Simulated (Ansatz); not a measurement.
# [CH₃···H···H], doublet along the distance C1-H5

Starting geometry:

```tsv
atom	x (Å)	y (Å)	z (Å)
C	-0.1250	0.0000	0.0000
H	-0.4882	1.0273	0.0000
H	-0.4882	-0.5137	0.8897
H	-0.4882	-0.5137	-0.8897
H	0.9646	0.0000	0.0000
H	1.9890	0.0000	0.0000
```

From there H5 is moved from one fragment to the other while all else, the fragments' distance too, stays fixed; atoms are numbered as listed. Energies are in eV, counted from the starting geometry at the same level.

Basis cc-pVDZ; Ansatz 0.2.0. Correlated methods freeze the noble-gas cores. R marks a restricted (for open shells ROHF) determinant, U an unrestricted one. Active spaces: valence = (9e, 9o) chosen from the atoms' valence shells.

Runs in a small pair space aren't shown, since their orbitals change along the scan.

Full CI isn't at hand for all of this; UCCSDT(Q) serves as the reference, and is uncertain by about the last step of the cluster series. The frozen core follows each run's orbitals, which can shift R against U totals by a few meV.

| distance C1-H5 (Å) | UCCSDT(Q) | error UHF | error RCCSD(T) | error RCCSDT | error UCCSDT | error NEVPT2 (valence space) | error MRCISD+Q(relaxed) (valence space) |
| --- | --- | --- | --- | --- | --- | --- | --- |
| 1.013 | 0.152 | -0.079 | -0.001 | 0.000 | 0.000 | -0.006 | 0.001 |
| 1.090 | 0.000 | 0.000 | 0.000 | 0.000 | 0.000 | 0.000 | 0.000 |
| 1.130 | -0.006 | 0.037 | 0.000 | 0.000 | 0.000 | 0.002 | 0.000 |
| 1.169 | 0.017 | 0.066 | 0.001 | 0.000 | 0.000 | 0.004 | -0.001 |
| 1.209 | 0.061 | 0.087 | 0.001 | 0.000 | 0.000 | 0.005 | -0.001 |
| 1.249 | 0.117 | 0.095 | 0.001 | 0.000 | 0.000 | 0.006 | -0.002 |
| 1.289 | 0.183 | 0.089 | 0.001 | 0.000 | 0.000 | 0.006 | -0.002 |
| 1.329 | 0.261 | 0.071 | 0.001 | 0.000 | 0.000 | 0.007 | -0.003 |
| 1.369 | 0.359 | 0.041 | 0.001 | 0.000 | 0.000 | 0.009 | -0.003 |

Errors are those of relative energies. In total energy the starting point itself misses UCCSDT(Q) by: UHF 5.418, RCCSD(T) 0.017, RCCSDT 0.005, UCCSDT 0.005, NEVPT2 (valence space) 0.815, MRCISD+Q(relaxed) (valence space) -0.012 eV.

Spread of the error over the points with a reference, to 1.369 Å (largest less smallest): UCCSDT 0.001, RCCSDT 0.001, RCCSD(T) 0.002, MRCISD+Q(relaxed) (valence space) 0.004, NEVPT2 (valence space) 0.014, UHF 0.173 eV.
